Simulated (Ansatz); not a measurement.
# CH₃Cl + SiH₃ radical: a complex and its separated parts, part 2 of 2

Ansatz 0.2.0, Gaussian basis.

### 13 CAM-B3LYP-D4/def2-TZVPP

The inputs:

parta/in.yaml

```yaml
crystal:
  periodic: [false, false, false]
  atoms:
    - {symbol: H, position_ang: [-0.459642, -1.200894, 0.800007]}
    - {symbol: C, position_ang: [-1.346535, -1.405767, 0.204770]}
    - {symbol: Cl, position_ang: [-1.448869, -0.201243, -1.092158]}
    - {symbol: H, position_ang: [-2.239726, -1.330259, 0.820538]}
    - {symbol: H, position_ang: [-1.279924, -2.394350, -0.243466]}
basis:
  gaussian: {orbitals: def2-TZVPP}
hamiltonian: {xc: {name: CAM-B3LYP}, dispersion: d4}
```

partb/in.yaml

```yaml
crystal:
  periodic: [false, false, false]
  atoms:
    - {symbol: Si, position_ang: [1.549144, 1.377632, 0.045531]}
    - {symbol: H, position_ang: [1.895966, 0.885474, -1.313078]}
    - {symbol: H, position_ang: [2.765337, 1.781202, 0.798101]}
    - {symbol: H, position_ang: [0.564049, 2.488305, -0.020146]}
basis:
  gaussian: {orbitals: def2-TZVPP}
magnetization: {spin_polarized: true, initial_magnetization: 1}
hamiltonian: {xc: {name: CAM-B3LYP}, dispersion: d4}
```

The same command starts each run, in its folder.

On the command line:

```console
ansatz run in.yaml --threads 4 --pin off --events-out ev --progress --plain --max-ram 9574MiB
```

parta printed (excerpt; [...] marks lines left out):

```text
Functional definition: CAM-B3LYP
  name "CAM-B3LYP"
  cite "Yanai, Tew & Handy, Chem. Phys. Lett. 393, 51 (2004) doi:10.1016/j.cplett.2004.06.011"
  cite "Iikura, Tsuneda, Yanai & Hirao, J. Chem. Phys. 115, 3540 (2001) doi:10.1063/1.1383587"
  cite "Becke, Phys. Rev. A 38, 3098 (1988) doi:10.1103/PhysRevA.38.3098"
  cite "Lee, Yang & Parr, Phys. Rev. B 37, 785 (1988) doi:10.1103/PhysRevB.37.785"
[...]
  # Exact exchange under (alpha + beta erf(omega r))/r, Becke's under what is left of 1/r.
[...]
670 factors; their error is unknown
146 factors; integrals over basis functions are off by at most 1.7e-5 eV
[...]
mean field -13609.17359258 eV, -500.1279048983 hartree, gradient 2.9e-5 eV, S^2 0.000000; 0 other end points of the search recorded, 0 dependent functions left out
reference -13609.17369139 eV, -500.1279085294 hartree; 13, 13 occupied and 102, 102 virtual orbitals, 670 factors
Total energy: -13609.21426293 eV, -500.1293995059 hartree
```

Log of partb (excerpt; [...] marks lines left out):

```text
[... 6 set-up lines as earlier in the session ...]
[...]
  # Exact exchange under (alpha + beta erf(omega r))/r, Becke's under what is left of 1/r.
[...]
468 factors; their error is unknown
126 factors; integrals over basis functions are off by at most 1.5e-5 eV
[...]
mean field -7925.03185258 eV, -291.2395488027 hartree, gradient 5.7e-5 eV, S^2 0.751942; 0 other end points of the search recorded, 0 dependent functions left out
reference -7925.03195080 eV, -291.2395524124 hartree; 9, 8 occupied and 75, 76 virtual orbitals, 468 factors
Total energy: -7925.05972779 eV, -291.2405731978 hartree
```

They took 0.55 s (parta), 0.5 s (partb) on 4 threads of Arm Neoverse V1, shared host.

### 14 wB97X-V/def2-TZVPP

Each input of step 13 (parta, partb) changes in the same lines:

```diff
-hamiltonian: {xc: {name: CAM-B3LYP}, dispersion: d4}
+hamiltonian: {xc: {name: wB97X-V}}
```

Each run has its own folder and the same command.

On the command line:

```console
ansatz run in.yaml --threads 4 --pin off --events-out ev --progress --plain --max-ram 9574MiB
```

Log of parta (excerpt; [...] marks lines left out):

```text
Functional definition: wB97X-V
  name "wB97X-V"
  cite "Mardirossian & Head-Gordon, Phys. Chem. Chem. Phys. 16, 9904 (2014) doi:10.1039/C3CP54374A"
[... 2 set-up lines as earlier in the session ...]
[...]
      + integral(e_c_pw_opposite_spin*poly(b97_u_opposite, cos0, cos1)) + vv10(b, c)
667 factors; their error is unknown
141 factors; integrals over basis functions are off by at most 4.2e-5 eV
[...]
mean field -13607.25992384 eV, -500.0575788689 hartree, gradient 6.0e-5 eV, S^2 0.000000; 0 other end points of the search recorded, 0 dependent functions left out
reference -13607.25992246 eV, -500.0575788185 hartree; 13, 13 occupied and 102, 102 virtual orbitals, 667 factors
Total energy: -13607.25992246 eV, -500.0575788185 hartree
```

Output in partb (excerpt; [...] marks lines left out):

```text
[... 5 set-up lines as earlier in the session ...]
[...]
      + integral(e_c_pw_opposite_spin*poly(b97_u_opposite, cos0, cos1)) + vv10(b, c)
468 factors; their error is unknown
115 factors; integrals over basis functions are off by at most 1.2e-5 eV
[...]
mean field -7923.55540917 eV, -291.1852905083 hartree, gradient 4.9e-5 eV, S^2 0.751563; 0 other end points of the search recorded, 0 dependent functions left out
reference -7923.55540860 eV, -291.1852904874 hartree; 9, 8 occupied and 75, 76 virtual orbitals, 468 factors
Total energy: -7923.55540860 eV, -291.1852904874 hartree
```

Times: 1.2 s (parta), 1.3 s (partb) on 4 threads of Arm Neoverse V1, shared host.

### 15 wB97M-V/def2-TZVPP

Each input of step 14 (parta, partb) changes in the same lines:

```diff
-hamiltonian: {xc: {name: wB97X-V}}
+hamiltonian: {xc: {name: wB97M-V}}
```

Each run has its own folder and the same command.

On the command line:

```console
ansatz run in.yaml --threads 4 --pin off --events-out ev --progress --plain --max-ram 9574MiB
```

Output in parta (excerpt; [...] marks lines left out):

```text
Functional definition: wB97M-V
  name "wB97M-V"
  cite "Mardirossian & Head-Gordon, J. Chem. Phys. 144, 214110 (2016) doi:10.1063/1.4952647"
[... 2 set-up lines as earlier in the session ...]
  # Of w^i u^j: cxij and so on, Table III.
[...]
  gx(w, u) = 1 - cx + cx01*u + cx10*w
[...]
      + integral(e_c_pw_mod_opposite_spin*gos(b97_w_opposite, b97_u_opposite)) + vv10(b, c)
667 factors; their error is unknown
141 factors; integrals over basis functions are off by at most 4.2e-5 eV
[...]
mean field -13608.03171448 eV, -500.0859416519 hartree, gradient 4.6e-5 eV, S^2 0.000000; 0 other end points of the search recorded, 0 dependent functions left out
reference -13608.03174760 eV, -500.0859428692 hartree; 13, 13 occupied and 102, 102 virtual orbitals, 667 factors
Total energy: -13608.03174760 eV, -500.0859428692 hartree
```

Output in partb (excerpt; [...] marks lines left out):

```text
[... 5 set-up lines as earlier in the session ...]
  # Of w^i u^j: cxij and so on, Table III.
[...]
  gx(w, u) = 1 - cx + cx01*u + cx10*w
[...]
      + integral(e_c_pw_mod_opposite_spin*gos(b97_w_opposite, b97_u_opposite)) + vv10(b, c)
468 factors; their error is unknown
115 factors; integrals over basis functions are off by at most 1.2e-5 eV
[...]
mean field -7923.88139032 eV, -291.1972700947 hartree, gradient 8.3e-5 eV, S^2 0.751150; 0 other end points of the search recorded, 0 dependent functions left out
reference -7923.88142870 eV, -291.1972715050 hartree; 9, 8 occupied and 75, 76 virtual orbitals, 468 factors
Total energy: -7923.88142870 eV, -291.1972715050 hartree
```

Wall times: 1.4 s (parta), 1.3 s (partb) on 4 threads of Arm Neoverse V1, shared host.

### 16 B2PLYP/def2-TZVPP

Each input of step 15 (parta, partb) changes in the same lines:

```diff
-hamiltonian: {xc: {name: wB97M-V}}
+hamiltonian: {xc: {name: B2PLYP}}
```

Each run has its own folder and the same command.

On the command line:

```console
ansatz run in.yaml --threads 4 --pin off --events-out ev --progress --plain --max-ram 9574MiB
```

Output in parta (excerpt; [...] marks lines left out):

```text
Functional definition: B2PLYP
  name "B2PLYP"
  cite "Grimme, J. Chem. Phys. 124, 034108 (2006) doi:10.1063/1.2148954"
[... 2 set-up lines as earlier in the session ...]
[...]
662 factors; integrals over basis functions are off by at most 9.2e-4 eV
[...]
mean field -13601.50882926 eV, -499.8462300414 hartree, gradient 2.6e-6 eV, S^2 0.000000; 0 other end points of the search recorded, 0 dependent functions left out
6 core orbitals not correlated: weight in the atoms' cores, before any rotation towards them, 1.000 or more for the frozen orbitals, at most 0.000 for the correlated occupied ones
reference -13601.50895633 eV, -499.8462347114 hartree; 7, 7 occupied and 102, 102 virtual orbitals, 662 factors
second order -12.28056783 eV of doubles, -0.00000000 eV of singles
Total energy: -13604.82470965 eV, -499.9680863981 hartree
```

Output in partb (excerpt; [...] marks lines left out):

```text
[... 5 set-up lines as earlier in the session ...]
[...]
467 factors; integrals over basis functions are off by at most 1.0e-3 eV
[...]
mean field -7920.43223681 eV, -291.0705160410 hartree, gradient 3.0e-6 eV, S^2 0.752859; 0 other end points of the search recorded, 0 dependent functions left out
5 core orbitals not correlated: weight in the atoms' cores, before any rotation towards them, 1.000 or more for the frozen orbitals, at most 0.000 for the correlated occupied ones
reference -7920.43236522 eV, -291.0705207599 hartree; 4, 3 occupied and 75, 76 virtual orbitals, 467 factors
second order -3.93882817 eV of doubles, -0.00000000 eV of singles
Total energy: -7921.49584882 eV, -291.1096030615 hartree
```

They took 0.7 s (parta), 0.65 s (partb) on 4 threads of Arm Neoverse V1, shared host.

### 17 PBE-QIDH/def2-TZVPP

Each input of step 16 (parta, partb) changes in the same lines:

```diff
-hamiltonian: {xc: {name: B2PLYP}}
+hamiltonian: {xc: {name: PBE-QIDH}}
```

The same command starts each run, in its folder.

On the command line:

```console
ansatz run in.yaml --threads 4 --pin off --events-out ev --progress --plain --max-ram 9574MiB
```

parta printed (excerpt; [...] marks lines left out):

```text
Functional definition: PBE-QIDH
  name "PBE-QIDH"
  cite "Brémond, Sancho-García, Pérez-Jiménez & Adamo, J. Chem. Phys. 141, 031101 (2014) doi:10.1063/1.4890314"
[... 1 set-up line as earlier in the session ...]
[...]
662 factors; integrals over basis functions are off by at most 9.2e-4 eV
[...]
mean field -13597.74015266 eV, -499.7077337310 hartree, gradient 2.4e-6 eV, S^2 0.000000; 0 other end points of the search recorded, 0 dependent functions left out
6 core orbitals not correlated: weight in the atoms' cores, before any rotation towards them, 1.000 or more for the frozen orbitals, at most 0.000 for the correlated occupied ones
reference -13597.74016128 eV, -499.7077340476 hartree; 7, 7 occupied and 102, 102 virtual orbitals, 662 factors
second order -11.41776651 eV of doubles, -0.00000000 eV of singles
Total energy: -13601.54608345 eV, -499.8475991076 hartree
```

Output in partb (excerpt; [...] marks lines left out):

```text
[... 4 set-up lines as earlier in the session ...]
[...]
467 factors; integrals over basis functions are off by at most 1.0e-3 eV
[...]
mean field -7917.91032271 eV, -290.9778374072 hartree, gradient 4.9e-6 eV, S^2 0.753947; 0 other end points of the search recorded, 0 dependent functions left out
5 core orbitals not correlated: weight in the atoms' cores, before any rotation towards them, 1.000 or more for the frozen orbitals, at most 0.000 for the correlated occupied ones
reference -7917.91033352 eV, -290.9778378045 hartree; 4, 3 occupied and 75, 76 virtual orbitals, 467 factors
second order -3.64516039 eV of doubles, -0.00000000 eV of singles
Total energy: -7919.12538699 eV, -291.0224901957 hartree
```

Times: 0.75 s (parta), 0.55 s (partb) on 4 threads of Arm Neoverse V1, shared host.

### 18 RPA on PBE/def2-TZVPP

The same edit goes into each in.yaml of step 17 (parta, partb):

```diff
-hamiltonian: {xc: {name: PBE-QIDH}}
+hamiltonian: {xc: pbe}
+correlation: {method: rpa}
```

The same command starts each run, in its folder.

On the command line:

```console
ansatz run in.yaml --threads 4 --pin off --events-out ev --progress --plain --max-ram 9574MiB
```

Output in parta (excerpt; [...] marks lines left out):

```text
[... 4 set-up lines as earlier in the session ...]
[...]
662 factors; integrals over basis functions are off by at most 9.2e-4 eV
[...]
mean field -13602.72216997 eV, -499.8908194903 hartree, gradient 9.8e-6 eV, S^2 0.000000; 0 other end points of the search recorded, 0 dependent functions left out
6 core orbitals not correlated: weight in the atoms' cores, before any rotation towards them, 1.000 or more for the frozen orbitals, at most 0.000 for the correlated occupied ones
reference -13581.76188280 eV, -499.1205431441 hartree; 7, 7 occupied and 102, 102 virtual orbitals, 662 factors
Total energy: -13598.98740553 eV, -499.7535694284 hartree
```

Output in partb (excerpt; [...] marks lines left out):

```text
[... 4 set-up lines as earlier in the session ...]
[...]
467 factors; integrals over basis functions are off by at most 1.0e-3 eV
[...]
mean field -7920.60648632 eV, -291.0769195922 hartree, gradient 2.6e-6 eV, S^2 0.752840; 0 other end points of the search recorded, 0 dependent functions left out
5 core orbitals not correlated: weight in the atoms' cores, before any rotation towards them, 1.000 or more for the frozen orbitals, at most 0.000 for the correlated occupied ones
reference -7908.18931961 eV, -290.6205971322 hartree; 4, 3 occupied and 75, 76 virtual orbitals, 467 factors
Total energy: -7915.41367820 eV, -290.8860874137 hartree
```

They took 0.7 s (parta), 0.5 s (partb) on 4 threads of Arm Neoverse V1, shared host.

### 19 CCSD(T)/def2-TZVPP

Changes to parta/in.yaml since step 18:

```diff
@@ -10,3 +10,2 @@
   gaussian: {orbitals: def2-TZVPP}
-hamiltonian: {xc: pbe}
-correlation: {method: rpa}
+correlation: {method: ccsd_t}
```

Changes to partb/in.yaml since step 18:

```diff
@@ -10,3 +10,3 @@
 magnetization: {spin_polarized: true, initial_magnetization: 1}
-hamiltonian: {xc: pbe}
-correlation: {method: rpa}
+correlation: {method: ccsd_t}
+scf: {omitted_lower_state_checks: [cluster_reference]}
```

Each run has its own folder and the same command.

On the command line:

```console
ansatz run in.yaml --threads 4 --pin off --events-out ev --progress --plain --max-ram 9574MiB
```

parta printed (excerpt; [...] marks lines left out):

```text
Functional definition: HF
  name "HF"
  cite "Fock, Z. Phys. 61, 126 (1930) doi:10.1007/BF01340294"
[... 1 set-up line as earlier in the session ...]
[...]
662 factors; integrals over basis functions are off by at most 9.2e-4 eV
[...]
mean field -13582.31723665 eV, -499.1409520214 hartree, gradient 1.3e-6 eV, S^2 0.000000; 0 other end points of the search recorded, 0 dependent functions left out
6 core orbitals not correlated: weight in the atoms' cores, before any rotation towards them, 1.000 or more for the frozen orbitals, at most 0.000 for the correlated occupied ones
reference -13582.31723665 eV, -499.1409520214 hartree; 7, 7 occupied and 102, 102 virtual orbitals, 662 factors
second order -10.15148029 eV of doubles, -0.00000000 eV of singles
cycle   1  -10.71770536 eV  change   -5.7e-1 eV  update   5.8e-2
[...]
cycle   8  -10.99887629 eV  change   -8.5e-6 eV  update   9.0e-6
perturbative correction -0.41897378 eV, -0.0153970022 hartree
Total energy: -13593.73508671 eV, -499.5605502720 hartree
```

Output in partb (excerpt; [...] marks lines left out):

```text
[... 4 set-up lines as earlier in the session ...]
[...]
467 factors; integrals over basis functions are off by at most 1.0e-3 eV
[...]
mean field -7908.64354835 eV, -290.6372897309 hartree, gradient 9.9e-6 eV, S^2 0.755036; 0 other end points of the search recorded, 0 dependent functions left out
[...]
reference -7908.64354835 eV, -290.6372897309 hartree; 4, 3 occupied and 75, 76 virtual orbitals, 467 factors
second order -3.17768667 eV of doubles, -0.00000000 eV of singles
cycle   1  -3.68586742 eV  change   -5.1e-1 eV  update   5.4e-2
[...]
cycle   9  -3.89190087 eV  change    6.8e-6 eV  update   7.1e-6
perturbative correction -0.09594157 eV, -0.0035257875 hartree
Total energy: -7912.63139079 eV, -290.7838402374 hartree
Checks for a lower state left out: cluster_reference
```

Wall times: 1.9 s (parta), 0.75 s (partb) on 4 threads of Arm Neoverse V1, shared host.

### 20 Vibrations of CH₃Cl

The input, vib-parta/in.yaml:

```yaml
crystal:
  periodic: [false, false, false]
  atoms:
    - {symbol: H, position_ang: [-0.459642, -1.200894, 0.800007]}
    - {symbol: C, position_ang: [-1.346535, -1.405767, 0.204770]}
    - {symbol: Cl, position_ang: [-1.448869, -0.201243, -1.092158]}
    - {symbol: H, position_ang: [-2.239726, -1.330259, 0.820538]}
    - {symbol: H, position_ang: [-1.279924, -2.394350, -0.243466]}
basis:
  gaussian: {orbitals: def2-TZVP}
hamiltonian: {xc: pbe0, dispersion: d4}
phonons: {temperatures: {t_min: 298.15, t_max: 900, t_step: 200}}
```

On the command line:

```console
ansatz run in.yaml --threads 4 --pin off --events-out ev --progress --plain --max-ram 9574MiB
```

Standard output (excerpt; [...] marks lines left out):

```text
[... 5 set-up lines as earlier in the session ...]
[...]
580 factors; their error is unknown
[...]
mean field -13603.92462066 eV, -499.9350087380 hartree, gradient 5.9e-5 eV, S^2 0.000000; 0 other end points of the search recorded, 0 dependent functions left out
[...]
Atom 2 at    -1.448869    -0.201243    -1.092158 Å, force    -0.000533     0.001713    -0.002222 eV/Å
Atom 3 at    -2.239726    -1.330259     0.820538 Å, force     0.001419    -0.000732    -0.000263 eV/Å
Atom 4 at    -1.279924    -2.394350    -0.243466 Å, force     0.000211     0.000753     0.001395 eV/Å
Dipole moment:     0.023052    -0.271316     0.292140 e Å
Vibrations: 756.61 1029.73 1029.89 1378.24 1476.85 1476.90 3083.75 3185.33 3185.93 cm⁻¹, zero-point energy 1.029269 eV
```

It took 10 s on 4 threads of Arm Neoverse V1, shared host.

Wavenumbers and character of the modes:

| mode | wavenumber (cm⁻¹) | character |
| --- | --- | --- |
| 1 | 757 | C–Cl stretch |
| 2 | 1030 | bend |
| 3 | 1030 | bend |
| 4 | 1378 | bend |
| 5 | 1477 | bend |
| 6 | 1477 | bend |
| 7 | 3084 | C–H stretch |
| 8 | 3185 | C–H stretch |
| 9 | 3186 | C–H stretch |

Vibrational sums (real modes only):

| T (K) | entropy (J/mol/K) | heat capacity (J/mol/K) |
| --- | --- | --- |
| 298 | 1.9 | 7.1 |
| 498 | 8.9 | 21.2 |
| 698 | 17.9 | 32.5 |
| 898 | 27.2 | 41.1 |

### 21 Vibrations of SiH₃ radical

The input, vib-partb/in.yaml:

```yaml
crystal:
  periodic: [false, false, false]
  atoms:
    - {symbol: Si, position_ang: [1.549144, 1.377632, 0.045531]}
    - {symbol: H, position_ang: [1.895966, 0.885474, -1.313078]}
    - {symbol: H, position_ang: [2.765337, 1.781202, 0.798101]}
    - {symbol: H, position_ang: [0.564049, 2.488305, -0.020146]}
basis:
  gaussian: {orbitals: def2-TZVP}
magnetization: {spin_polarized: true, initial_magnetization: 1}
hamiltonian: {xc: pbe0, dispersion: d4}
phonons: {temperatures: {t_min: 298.15, t_max: 900, t_step: 200}}
```

On the command line:

```console
ansatz run in.yaml --threads 4 --pin off --events-out ev --progress --plain --max-ram 9574MiB
```

Standard output (excerpt; [...] marks lines left out):

```text
[... 5 set-up lines as earlier in the session ...]
[...]
400 factors; their error is unknown
[...]
mean field -7921.47174194 eV, -291.1087171500 hartree, gradient 2.1e-5 eV, S^2 0.752997; 0 other end points of the search recorded, 0 dependent functions left out
[...]
Atom 1 at     1.895966     0.885474    -1.313078 Å, force    -0.000161     0.000098     0.000999 eV/Å
Atom 2 at     2.765337     1.781202     0.798101 Å, force    -0.001008    -0.000410    -0.000530 eV/Å
Atom 3 at     0.564049     2.488305    -0.020146 Å, force     0.000575    -0.000788     0.000284 eV/Å
Dipole moment:    -0.002882    -0.005115     0.003372 e Å
Vibrations: 747.22 926.75 926.79 2203.42 2241.62 2241.63 cm⁻¹, zero-point energy 0.575748 eV
```

It took 2.9 s on 4 threads of Arm Neoverse V1, shared host.

Wavenumbers and character of the modes:

| mode | wavenumber (cm⁻¹) | character |
| --- | --- | --- |
| 1 | 747 | bend |
| 2 | 927 | bend |
| 3 | 927 | bend |
| 4 | 2203 | Si–H stretch |
| 5 | 2242 | Si–H stretch |
| 6 | 2242 | Si–H stretch |

Vibrational sums (real modes only):

| T (K) | entropy (J/mol/K) | heat capacity (J/mol/K) |
| --- | --- | --- |
| 298 | 2.1 | 7.1 |
| 498 | 8.1 | 16.8 |
| 698 | 15.1 | 24.7 |
| 898 | 22.1 | 30.7 |

### 22 Complex less separated parts

The complex's own energies come from single points at the same levels.

Rows are in def2-TZVPP; times add the 3 runs of a level on a shared host, so small differences are noise.

Differences are taken before rounding.

| method | rung | complex less parts (kcal/mol) | from CCSD(T) (kcal/mol) | time |
| --- | --- | --- | --- | --- |
| SPW92 | LDA | -3.28 | -2.18 | 1.6 s |
| PBE-D4 | GGA | -2.26 | -1.16 | 2.9 s |
| BLYP-D4 | GGA | -2.04 | -0.94 | 2.9 s |
| r2SCAN-D4 | meta-GGA | -1.62 | -0.53 | 6 s |
| B97M-V | meta-GGA | -1.79 | -0.69 | 11 s |
| PBE0-D4 | hybrid | -1.94 | -0.84 | 3.6 s |
| B3LYP-D4 | hybrid | -1.96 | -0.86 | 3.9 s |
| r2SCAN0-D4 | hybrid | -1.64 | -0.54 | 7.6 s |
| BHLYP-D4 | hybrid | -1.91 | -0.82 | 3.7 s |
| CAM-B3LYP-D4 | range-separated hybrid | -1.74 | -0.64 | 4.1 s |
| wB97X-V | range-separated hybrid | -1.49 | -0.39 | 9.5 s |
| wB97M-V | range-separated hybrid | -1.40 | -0.30 | 11 s |
| B2PLYP | double hybrid | -0.49 | +0.61 | 5.3 s |
| PBE-QIDH | double hybrid | -0.96 | +0.14 | 4.9 s |
| RPA on PBE | RPA | -0.58 | +0.52 | 4.8 s |
| Hartree-Fock | wavefunction | 0.95 | +2.04 |  |
| MP2 | wavefunction | -1.19 | -0.09 |  |
| CCSD | wavefunction | -0.80 | +0.30 |  |
| CCSD(T) | wavefunction | -1.10 | 0 | 1.8 min |

Among the levels timed on like hardware and quicker than the yardstick, those that no quicker one beats, quickest first: SPW92 (1.6 s, -2.18 kcal/mol); BLYP-D4 (2.9 s, -0.94 kcal/mol); PBE0-D4 (3.6 s, -0.84 kcal/mol); BHLYP-D4 (3.7 s, -0.82 kcal/mol); CAM-B3LYP-D4 (4.1 s, -0.64 kcal/mol); RPA on PBE (4.8 s, +0.52 kcal/mol); PBE-QIDH (4.9 s, +0.14 kcal/mol).

For cost: PBE-QIDH gets within 0.14 kcal/mol in 4.9 s, where CCSD(T) took 1.8 min; the quickest level in the cost chart, SPW92, takes 1.6 s and misses by 2.18 kcal/mol.

The complex's zero-point energy, from a separate PBE0-D4 run, is 1.633 eV.

### 23 What came out

The summary covers parts 1 to 2.

| quantity | value |
| --- | --- |
| complex less parts, CCSD(T)/def2-TZVPP | -1.10 kcal/mol |
| with zero-point energy | -0.45 kcal/mol |
| largest T1 diagnostic | 0.016 |

**Reading.** At CCSD(T) the complex lies 1.10 kcal/mol below its parts. PBE-QIDH is the best functional here (+0.14 kcal/mol from CCSD(T)); SPW92 is the worst (-2.18 kcal/mol). By rung, the mean size of the error is: LDA 2.18, GGA 1.05, meta-GGA 0.61, hybrid 0.77, range-separated hybrid 0.45, double hybrid 0.37 kcal/mol. The double hybrids carry no dispersion term here, unlike the levels marked D4 or V. PBE-D4 gives a relative energy 1.16 kcal/mol too low, an error of 106 % of the reference. The complex's frequency run has imaginary modes: the structure is no minimum, so both the energy and the zero-point correction are in doubt. No counterpoise was applied, and triple zeta lacks some correlation, so the CCSD(T) reference has a basis error of its own, and close matches with it are partly luck.
